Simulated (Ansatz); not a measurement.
Molecule: hydrogen fluoride, HF, net charge 0, singlet state. 
Structure (B3LYP-D3(BJ)/def2-TZVP (Ansatz, a program for electronic structure) minimum search):
```xyz
2

F      0.0000     0.0000    -0.0925
H      0.0000     0.0000     0.8321
```

Atomisation energy built up term by term with Ansatz (kcal/mol; UHF references for open shells; valence terms freeze the core; atomic spin-orbit terms are left out). CBS(X,Y): correlation extrapolated as X^-3; Hartree-Fock from the larger set (for Q and 5 zeta extrapolated as (X+1)exp(-9√X)).

| term | basis | kcal/mol |
|---|---|---|
| Hartree-Fock | CBS(cc-pVQZ,cc-pV5Z) | ___ |
| CCSD correlation | CBS(cc-pVQZ,cc-pV5Z) | ___ |
| (T) | CBS(cc-pVQZ,cc-pV5Z) | 2.26 |
| CCSDT - CCSD(T) | cc-pVDZ | 0.01 |
| (Q) | cc-pVDZ | 0.19 |
| core correlation | cc-pwCVTZ | 0.21 |
| scalar relativity (X2C) | cc-pVTZ-DK against cc-pVTZ | -0.20 |
| sum: De |  | ___ |

Some entries are withheld; supply them.


- Hartree-Fock, kcal/mol: 96.66
- CCSD correlation, kcal/mol: 42.76
- sum: De, kcal/mol: 141.9
